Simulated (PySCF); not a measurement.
The PySCF input:
```python
from pyscf import gto, scf, mp

mol = gto.Mole()
mol.atom = '''
    Cl    0.00000000    0.00000000    0.00000000
'''
mol.basis = '6-31g**'
mol.spin = 1
mol.verbose = 3
mol.build()

mf = scf.UHF(mol)
mf.kernel()

pt = mp.MP2(mf)
pt.kernel()
print('E(MP2) = %.10f' % pt.e_tot)
```

What is the computed SCF-reference <S^2> (MP2/6-31G** run with PySCF)?

0.755

What is the computed total energy (MP2/6-31G**)?

-459.5551 Eh

What is the computed number of basis functions (MP2/6-31G**)?

18

Predict the MP2 correlation energy from MP2/6-31G**.

-0.1086 Eh

What is the computed SCF-reference dipole moment (MP2/6-31G**)?

0.00 D

These values belong to the state on which the SCF converged, which isn't shown to be the lowest.
